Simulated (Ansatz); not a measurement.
**BH₂+ (singlet): the correlation ladder at distance B1–H2 = 1.609 Å, aug-cc-pVTZ**

One table from this session's results is given with a row withheld; the runs are named, their logs left out.

The runs use Ansatz 0.2.0, Gaussian basis; aug-cc-pVTZ, core rule «outside noble gas», up to 1 orbitals frozen.

To be run: UHF; CCSD(T) on RHF; BCCD(T) on RHF; CCSDT(Q) on RHF; CASSCF and NEVPT2, 4 electrons in 6 orbitals; Full CI.

18 further runs of the same task are left out: 11 that didn't finish, 7 set aside as unsound or not needed.

### The geometry

The geometry derives from a PBE0/def2-TZVP stationary point (not a proven minimum). One bond is set to the value named and the two fragments are kept rigid.

3 atoms, charge 1, spin multiplicity 1.

Atoms are counted from 1 here; the program's logs count them from 0.

Bond lengths: B1–H3 1.179 Å.

The first run:

in.yaml reads:

```yaml
crystal:
  periodic: [false, false, false]
  atoms:
    - {symbol: B, position_ang: [0.000000, 0.000000, 0.143273]}
    - {symbol: H, position_ang: [0.000000, 0.000000, -1.465727]}
    - {symbol: H, position_ang: [0.000000, 0.000000, 1.322454]}
basis:
  gaussian: {orbitals: aug-cc-pVTZ}
total_charge: 1
magnetization: {spin_polarized: true, initial_magnetization: 0}
hamiltonian: {xc: hf}
output: {orbitals: {seedname: orbitals}}
```

Run with:

```
> ansatz run in.yaml --threads 1 --pin off --events-out ev --progress --plain --max-ram 2393MiB
```

Among the steps run: UHF; CCSD(T) on RHF; BCCD(T) on RHF; CCSDT(Q) on RHF; CASSCF and NEVPT2, 4 electrons in 6 orbitals; Full CI.

One table of the session follows, with a row left open; its other results are not shown here.

| method | from FCI (meV) |
| --- | --- |
| RHF | +2555.8 |
| RMP2 | +585.6 |
| RCCSD | ? |
| RCCSD(T) | +11.7 |
| BCCD(T) | +11.5 |
| RCCSDT | +1.2 |
| RCCSDT(Q) | +0.3 |
| CASSCF valence | +979.3 |
| NEVPT2 valence | +347.2 |
| FCI | 0 |

**Question.** Estimate the row for RCCSD.

The run gave: from FCI (meV): +48.5. In the column «from FCI (meV)» it lies between RCCSD(T) (+11.7) and NEVPT2 valence (+347.2).
